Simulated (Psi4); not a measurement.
# CH3P (phosphethene), run twice

Wanted: the energy of CH3P (phosphethene), FNO-CCSD(T)/DZP (Cholesky decomposition, Cholesky for correlation, Cartesian functions).

The calculation is run with Psi4 1.11.

2 further runs of the same task are left out: 2 set aside as unsound or not needed.

## 1. The molecule

CH3P has 5 atoms, charge 0, and is taken as a singlet. SMILES: `C=P`. The shape is that of a GFN2-xTB optimisation.

Bond lengths: C1–P2 1.663 Å, C1–H3 1.078 Å, C1–H4 1.077 Å, P2–H5 1.408 Å. Angles: C1–P2–H5 97.7°, P2–C1–H3 119.7°, P2–C1–H4 124.4°, H3–C1–H4 115.8°.

## 2. The input as first written

ch3p.in

```
memory 1600 MB

molecule {
  C     -0.215490    -0.492820     0.091040
  P      0.745240     0.776720     0.571430
  H     -0.319450    -1.355480     0.729180
  H     -0.760850    -0.526780    -0.836820
  H      0.550550     1.598360    -0.554830
  units angstrom
}

set basis DZP
set reference rhf
set freeze_core true
set cc_type cd
set scf_type cd
set d_convergence 1e-14
set maxiter 80

result = energy("fno-ccsd(t)")
```

Command:

```bash
$ psi4 -i ch3p.in -o ch3p.out -n 1
```

ch3p.out:

```text
Psi4 1.11 release

   => Loading Basis Set <=

    Name: DZP
    Role: ORBITAL
    Keyword: BASIS

         ---------------------------------------------------------
                                   SCF
                              RHF Reference
                        1 Threads,   1525 MiB Core
         ---------------------------------------------------------

  ==> Geometry <==

    Molecular point group: c1
    Full point group: C1

    Geometry (in Angstrom), charge = 0, multiplicity = 1:

       Center              X                  Y                   Z               Mass
    ------------   -----------------  -----------------  -----------------  -----------------
         C           -0.649496743483    -0.881060251384    -0.302987209334    12.000000000000
         P            0.311233256517     0.388479748616     0.177402790666    30.973761998420
         H           -0.753456743483    -1.743720251384     0.335152790666     1.007825032230
         H           -1.194856743483    -0.915020251384    -1.230847209334     1.007825032230
         H            0.116543256517     1.210119748616    -0.948857209334     1.007825032230

  Running in c1 symmetry.

[... 64 lines left out ...]
                        Total Energy        Delta E     RMS |[F,P]|
[... 2 lines left out ...]
   @RHF iter   1:  -380.25206066134916   -5.75971e-01   4.84969e-03 ADIIS/DIIS
[... 1 line left out ...]
   @RHF iter   3:  -380.29838641461811   -1.12720e-02   5.55365e-04 ADIIS/DIIS
[... 1 line left out ...]
   @RHF iter   5:  -380.29960274488508   -1.67773e-04   7.02872e-05 DIIS
[... 1 line left out ...]
   @RHF iter   7:  -380.29963944681958   -4.22816e-06   4.73271e-06 DIIS
[... 1 line left out ...]
   @RHF iter   9:  -380.29963961017683   -4.11416e-09   1.69644e-07 DIIS
[... 2 lines left out ...]
   @RHF iter  72:  -380.29963961032479   -1.70530e-13   1.94182e-14 DIIS
[... 1 line left out ...]
   @RHF iter  74:  -380.29963961032485    1.70530e-13   1.94236e-14 DIIS
[... 1 line left out ...]
   @RHF iter  76:  -380.29963961032485    5.68434e-14   2.11661e-14 DIIS
[... 1 line left out ...]
   @RHF iter  78:  -380.29963961032456    1.70530e-13   2.01665e-14 DIIS
[... 1 line left out ...]
   @RHF iter  80:  -380.29963961032490   -5.68434e-14   1.91199e-14 DIIS
[... 1 line left out ...]
PsiException: Could not converge SCF iterations in 80 iterations.

  Failed to converge.

psi4.driver.p4util.exceptions.SCFConvergenceError: Could not converge SCF iterations in 80 iterations.

Printing out the relevant lines from the Psithon --> Python processed input file:
    core.set_global_option("FREEZE_CORE", "true")
    core.set_global_option("CC_TYPE", "cd")
    core.set_global_option("SCF_TYPE", "cd")
    core.set_global_option("D_CONVERGENCE", 1e-14)
    core.set_global_option("MAXITER", 80)
--> result = energy("fno-ccsd(t)")

!------------------------------------------------------!
!                                                      !
!  Could not converge SCF iterations in 80 iterations. !
!                                                      !
!------------------------------------------------------!

    Psi4 run time: 0:00:02.31
```

Run time: 3.6 s. Hardware: 1 thread of Intel Xeon Platinum 8375C at 2.90GHz (Ice Lake), shared host; peak memory 0.2 GiB.

## 3. Reading the log

No converged result was reached.

The telling line is `Could not converge SCF iterations in 80 iterations.`. The fault: the convergence threshold is tighter than the arithmetic can reach. To mend it: density convergence threshold at its default in place of 1e-14.

## 4. Try two

job.inp

```
memory 1600 MB

molecule m {
  C     -0.215490    -0.492820     0.091040
  P      0.745240     0.776720     0.571430
  H     -0.319450    -1.355480     0.729180
  H     -0.760850    -0.526780    -0.836820
  H      0.550550     1.598360    -0.554830
}

set {
  basis       DZP
  reference   rhf
  freeze_core true
  cc_type     cd
  scf_type    cd
}

e_tot = energy('fno-ccsd(t)')
```

Command:

```bash
$ psi4 -i job.inp -o job.out -n 1
```

job.out:

```text
[...]
  Running in c1 symmetry.
[...]
  Nuclear repulsion =   48.777190341997539
[...]
  Multiplicity = 1
[...]
  Nalpha       = 12
  Nbeta        = 12
[...]
    Number of basis functions: 55
[...]
   @RHF iter   1:  -380.25206066134916   -5.75971e-01   4.84969e-03 ADIIS/DIIS
[...]
   @RHF iter  11:  -380.29963961032445   -6.99174e-12   7.64925e-09 DIIS
[...]
    Orbital Energies [Eh]
    ---------------------
    Doubly Occupied:
       1A    -79.943568     2A    -11.260674     3A     -7.487466
       4A     -5.379331     5A     -5.378626     6A     -5.377965
       7A     -0.984143     8A     -0.755724     9A     -0.617420
      10A     -0.526384    11A     -0.396792    12A     -0.359485
[...]
  @RHF Final Energy:  -380.29963961032445
   => Energetics <=
    Nuclear Repulsion Energy =             48.7771903419975388
    One-Electron Energy =                -621.2185046201287832
    Two-Electron Energy =                 192.1416746678068250
    Total Energy =                       -380.2996396103244479
[...]
 Multipole Moments:
 ------------------------------------------------------------------------------------
     Multipole            Electronic (a.u.)      Nuclear  (a.u.)        Total (a.u.)
 ------------------------------------------------------------------------------------
 L = 1.  Multiply by 2.5417464519 to convert [e a0] to [Debye]
 Dipole X            :          1.7689048           -2.0035856           -0.2346808
 Dipole Y            :          1.5722404           -1.7154670           -0.1432265
 Dipole Z            :          1.6152929           -1.8924341           -0.2771412
 Magnitude           :                                                    0.3903796
[...]
      * MP2 total energy:                  -380.552820099383
[...]
      * CCSD total energy:                 -380.583463025758
[...]
      * CCSD(T) total energy                -380.593980065052
[...]
```

Wall time 3.9 s (1 thread of Intel Xeon Platinum 8375C at 2.90GHz (Ice Lake), shared host); peak memory 0.2 GiB.

## 5. Outcome

Level: FNO-CCSD(T)/DZP (Cholesky decomposition, Cholesky for correlation, Cartesian functions).

```
                                   quantity          value
                               total energy  -380.59398 Eh
        HOMO energy (Hartree–Fock orbitals)       -9.78 eV
        LUMO energy (Hartree–Fock orbitals)        1.90 eV
      HOMO–LUMO gap (Hartree–Fock orbitals)       11.68 eV
correlation energy (6 core orbitals frozen)     -294.3 mEh
                             (T) correction     -10.52 mEh
                              T1 diagnostic          0.014
```

In words: The triples make up 3.6 % of the correlation energy.
